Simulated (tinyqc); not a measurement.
G0W0 on RHF in the sto-6g basis, for H2O, spin multiplicity 1, step by step. One step of it, computed by the program tinyqc.

Question. Screening: direct RPA. With D = e_a - e_i and K = (ia|jb): diagonalise D^(1/2) (D + 4K) D^(1/2) = Z w^2 Z^T; X + Y = D^(1/2) Z w^(-1/2), each column of Z with its largest component positive (the first on a tie); E_c = (sum w - tr (D + 2K)) / 2.

orbital energies (hartree): MO1 -20.490567, MO2 -1.240911, MO3 -0.612759, MO4 -0.425273, MO5 -0.384402, MO6 0.528945, MO7 0.715317

Two-electron integrals over orbitals (pq|rs), unique and non-zero (hartree):
```
(11|11) 4.762057    (21|11) -0.431339   (21|21) 0.063099    (22|11) 1.022736
(22|21) -0.015082   (22|22) 0.723939    (31|31) 0.010701    (32|31) 0.017026
(32|32) 0.141184    (33|11) 0.781480    (33|21) -0.004182   (33|22) 0.631587
(33|33) 0.618221    (41|11) 0.171660    (41|21) -0.022690   (41|22) 0.014081
(41|33) 0.005348    (41|41) 0.028020    (42|11) -0.132162   (42|21) 0.008846
(42|22) -0.006683   (42|33) 0.005396    (42|41) 0.020424    (42|42) 0.129039
(43|31) -0.002605   (43|32) 0.024115    (43|43) 0.047372    (44|11) 1.003963
(44|21) -0.012654   (44|22) 0.683843    (44|33) 0.590749    (44|41) -0.011425
(44|42) -0.104370   (44|44) 0.777227    (51|51) 0.026701    (52|51) 0.032668
(52|52) 0.147312    (53|53) 0.027690    (54|51) -0.012052   (54|52) -0.042873
(54|54) 0.052637    (55|11) 1.117085    (55|21) -0.011364   (55|22) 0.751421
(55|33) 0.617584    (55|41) 0.004212    (55|42) -0.068318   (55|44) 0.728108
(55|55) 0.880663    (61|11) -0.247442   (61|21) 0.038374    (61|22) -0.003527
(61|33) -0.000175   (61|41) -0.000815   (61|42) 0.019965    (61|44) -0.017242
(61|55) -0.005939   (61|61) 0.031865    (62|11) 0.308784    (62|21) -0.008000
(62|22) 0.139146    (62|33) 0.068257    (62|41) 0.018347    (62|42) 0.024667
(62|44) 0.090595    (62|55) 0.156265    (62|61) 0.005168    (62|62) 0.098660
(63|31) 0.002553    (63|32) -0.047352   (63|43) -0.032736   (63|63) 0.080512
(64|11) 0.217649    (64|21) -0.001528   (64|22) 0.102473    (64|33) 0.041422
(64|41) 0.003755    (64|42) -0.023054   (64|44) 0.118649    (64|55) 0.118516
(64|61) 0.001337    (64|62) 0.064459    (64|64) 0.069173    (65|51) 0.015643
(65|52) 0.059007    (65|54) 0.000229    (65|65) 0.037350    (66|11) 0.779414
(66|21) -0.007532   (66|22) 0.595918    (66|33) 0.560044    (66|41) 0.020190
(66|42) 0.058223    (66|44) 0.541524    (66|55) 0.575652    (66|61) 0.006926
(66|62) 0.088229    (66|64) 0.043925    (66|66) 0.584406    (71|31) 0.015546
(71|32) 0.023188    (71|43) -0.003952   (71|63) 0.003348    (71|71) 0.022634
(72|31) 0.014313    (72|32) 0.047395    (72|43) -0.029504   (72|63) 0.032948
(72|71) 0.019730    (72|72) 0.064679    (73|11) 0.369792    (73|21) -0.007007
(73|22) 0.153379    (73|33) 0.091570    (73|41) -0.000615   (73|42) -0.069940
(73|44) 0.163626    (73|55) 0.196057    (73|61) -0.006009   (73|62) 0.077481
(73|64) 0.078266    (73|66) 0.038592    (73|73) 0.151365    (74|31) -0.008530
(74|32) -0.071576   (74|43) -0.000134   (74|63) 0.048503    (74|71) -0.012145
(74|72) -0.017659   (74|74) 0.064658    (75|53) 0.023992    (75|75) 0.025376
(76|31) 0.009292    (76|32) 0.100138    (76|43) 0.051654    (76|63) -0.074289
(76|71) 0.012806    (76|72) -0.004082   (76|74) -0.057373   (76|76) 0.121763
(77|11) 0.877762    (77|21) -0.009450   (77|22) 0.623192    (77|33) 0.602462
(77|41) 0.003435    (77|42) -0.018917   (77|44) 0.607911    (77|55) 0.626854
(77|61) -0.005265   (77|62) 0.069550    (77|64) 0.044157    (77|66) 0.558510
(77|73) 0.103000    (77|77) 0.618462
```

Give: D^(1/2) (D + 4K) D^(1/2); excitation energies w; X + Y; RPA correlation energy.

Answer.

D^(1/2) (D + 4K) D^(1/2) (hartree^2):
```
         1>6      1>7    2>6     2>7    3>6     3>7    4>6     4>7
1>6  444.499    0.000  0.126   0.000  0.000  -0.127  0.024   0.000
1>7    0.000  451.609  0.000   0.508  0.066   0.000  0.000  -0.239
2>6    0.126    0.000  3.831   0.000  0.000   0.475  0.335   0.000
2>7    0.000    0.508  0.000   4.333  0.197   0.000  0.000  -0.106
3>6    0.000    0.066  0.000   0.197  1.671   0.000  0.000   0.221
3>7   -0.127    0.000  0.475   0.000  0.000   2.568  0.352   0.000
4>6    0.024    0.000  0.335   0.000  0.000   0.352  1.175   0.000
4>7    0.000   -0.239  0.000  -0.106  0.221   0.000  0.000   1.596
5>6    0.000    0.000  0.000   0.000  0.000   0.000  0.000   0.000
5>7    0.000    0.000  0.000   0.000  0.000   0.000  0.000   0.000

       5>6    5>7
1>6  0.000  0.000
1>7  0.000  0.000
2>6  0.000  0.000
2>7  0.000  0.000
3>6  0.000  0.000
3>7  0.000  0.000
4>6  0.000  0.000
4>7  0.000  0.000
5>6  0.971  0.000
5>7  0.000  1.321
```

excitation energies w (hartree): 0.985  1.036  1.149  1.181  1.362  1.564  2.014  2.086  21.083  21.251

X + Y:
```
         1       2      3       4       5       6       7       8
1>6  0.000   0.000  0.000   0.000   0.000   0.001  -0.001   0.000
1>7  0.000   0.000  0.000   0.002   0.001   0.000   0.000  -0.004
2>6  0.000  -0.109  0.000   0.000   0.000  -0.378   0.873   0.000
2>7  0.000   0.000  0.000   0.091  -0.038   0.000   0.000   0.966
3>6  0.000   0.000  0.000  -0.642   0.690   0.000   0.000   0.052
3>7  0.000  -0.230  0.000   0.000   0.000   0.848   0.270   0.000
4>6  0.000   0.936  0.000   0.000   0.000   0.126   0.103   0.000
4>7  0.000   0.000  0.000   0.741   0.600   0.000   0.000  -0.024
5>6  0.963   0.000  0.000   0.000   0.000   0.000   0.000   0.000
5>7  0.000   0.000  0.978   0.000   0.000   0.000   0.000   0.000

         9     10
1>6  0.998  0.000
1>7  0.000  0.999
2>6  0.000  0.000
2>7  0.000  0.000
3>6  0.000  0.000
3>7  0.000  0.000
4>6  0.000  0.000
4>7  0.000  0.000
5>6  0.000  0.000
5>7  0.000  0.000
```

RPA correlation energy = -0.05556 hartree
